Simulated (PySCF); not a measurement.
**HSO3−, cut into parts across a bond: interaction energy**

The task here is to estimate one member of a computed series from the others.

Programs: PySCF 2.14.0. All values are calculated, for the isolated system unless a continuum is named. Atoms count from 0, parts from 1.

## The system as given

5 atoms, charge -1, multiplicity 1; geometry: GFN2-xTB. Parts: 1 = atoms 0–2, `O=S=O`, charge 0; 2 = atoms 3–4, `[OH-]`, charge -1. In the given geometry S1 and O3 of different parts are bonded (1.81 Å), so values for the parts refer to these atom groups.

The first run:

Job settings and geometry (Å):

```
{"job": {"xc": "PBE0", "basis": "def2-TZVPD", "d3": "d3bj", "grid": 3, "kind": "geom", "shake": 0.01}, "charge": -1, "multiplicity": 1, "parts": [{"atoms": "0-2", "charge": 0, "multiplicity": 1}, {"atoms": "3-4", "charge": -1, "multiplicity": 1}]}
O     -1.269213    -0.086751     0.016673
S      0.072694    -0.531554     0.355561
O      1.034744     0.577041     0.362850
O     -0.121062    -0.953884     2.104386
H     -1.044092    -0.647251     2.272832
```

On the command line:

```bash
$ OMP_NUM_THREADS=1 python cluster_run.py task.json out
```

One launch serves the whole session: the jobs run in the order shown.

Steps of the session up to this table: Relaxing the molecule at PBE0-D3(BJ)/def2-TZVPD; Coupled-cluster interaction energy: CCSD(T) and MP2, 1.73 Å; Coupled-cluster interaction energy: CCSD(T) and MP2, 1.81 Å; Coupled-cluster interaction energy: CCSD(T) and MP2, 1.90 Å; Coupled-cluster interaction energy: CCSD(T) and MP2, 1.64 Å; Coupled-cluster interaction energy: CCSD(T) and MP2, 2.16 Å; Coupled-cluster interaction energy: CCSD(T) and MP2, 1.55 Å; Coupled-cluster interaction energy: CCSD(T) and MP2, 2.59 Å; Coupled-cluster interaction energy: CCSD(T) and MP2, 3.45 Å.

One table of the session follows, with a row left open; its other results are not shown here.

It belongs to the step «Coupled-cluster interaction energy: CCSD(T) and MP2, 3.45 Å». 

| method | interaction energy (kcal/mol) |
| --- | --- |
| HF/aug-cc-pVDZ | -16.64 |
| MP2/aug-cc-pVDZ | -15.31 |
| CCSD/aug-cc-pVDZ | -15.80 |
| CCSD(T)/aug-cc-pVDZ | -16.06 |
| HF/aug-cc-pVQZ | ? |
| MP2/aug-cc-pVQZ | -15.48 |
| SCS-MP2/aug-cc-pVQZ | -15.30 |
| MP2, extrapolated | -15.54 |
| CCSD(T), limit estimate | -16.29 |

Q: Estimate the row for HF/aug-cc-pVQZ from the others.

The run gave: interaction energy (kcal/mol): -16.61. In the column «interaction energy (kcal/mol)» it lies between HF/aug-cc-pVDZ (-16.64) and CCSD(T), limit estimate (-16.29).

A test (T1, the size of the triples or of CCSD(T) less MP2, charge moved between the parts) flags this point.

Limits of these values: A test (T1 over 0.02, large triples or CCSD(T) less MP2, charge moved between the parts) flags the points at 1.55, 1.64, 1.73, 1.81, 1.90, 2.16, 2.59, 3.45 Å, so these are not to be taken as benchmarks.
